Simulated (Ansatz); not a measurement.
InSe (R3m, No. 160) was calculated with r²SCAN+rVV10 (plane waves, PAW; Ansatz, a quantum-chemistry and plane-wave program).

Settings: plane-wave cutoff 560 eV, 10×10×10 k mesh, Fermi–Dirac smearing 0.01 eV, scalar-relativistic PAW data made under PBE.

Cell (relaxed at this level):

```xyz
4
Lattice="2.0097 1.1603 8.4217 -2.0097 1.1603 8.4217 0.0000 -2.3206 8.4217" Properties=species:S:1:pos:R:3 pbc="T T T"
Se     0.0000     0.0000    15.5895
Se     0.0000     0.0000    20.9096
In     0.0000     0.0000     0.0134
In     0.0000     0.0000     2.7998
```

Give the computed band gap and Γ–Γ gap.


- band gap: 0.80 eV
- Γ–Γ gap: 3.28 eV

Spin–orbit coupling is not included.

The computed numbers hold no vibrational or temperature effects.

Computing time: around 4 core-minutes (rough).
